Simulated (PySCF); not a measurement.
# SiCl₂ + N₂ → SiN₂ + Cl₂

Level: PBE0 in the def2-TZVP basis family, all electrons, no relativity, computed in PySCF with density fitting; open shells unrestricted.

| species | state and structure | E (Eh) | ZPE (kJ/mol) | H(298 K) − H(0) (kJ/mol) | S° (J/(mol K)) |
| --- | --- | --- | --- | --- | --- |
| SiCl₂ | singlet, C2v, Si–Cl 2.078 Å (×2); Cl–Si–Cl 101.4° | -1209.57210 | 7.4 | 12.5 | 281.6 |
| N₂ | singlet, D∞h, N–N 1.089 Å | -109.44629 | 14.9 | 8.7 | 191.4 |
| SiN₂ | triplet, C∞v, N–N 1.137 Å, Si–N 1.741 Å; N–N–Si 180.0° | -398.72982 | 18.6 | 11.1 | 246.2 |
| Cl₂ | singlet, D∞h, Cl–Cl 1.982 Å | -920.08940 | 3.5 | 9.1 | 222.5 |

Q: What is the electronic reaction energy?

A: At PBE0/def2-TZVP, ΔE = 522.9 kJ/mol from the differences of the total energies times 2625.5, uphill. 

Q: Add zero-point, thermal and entropy terms for 298.15 K and 1 bar.

A: ΔZPE = -0.2 and Δ[H(298) − H(0)] = -1.0 kJ/mol give ΔH° = 521.7 kJ/mol. ΔS° = -4.3 J/(mol K), so ΔG° = 521.7 − 298.15 × (-0.0043) = 523 kJ/mol.

Only the bonding shown was studied: isomers, or loss of a ligand pair, can lie lower.
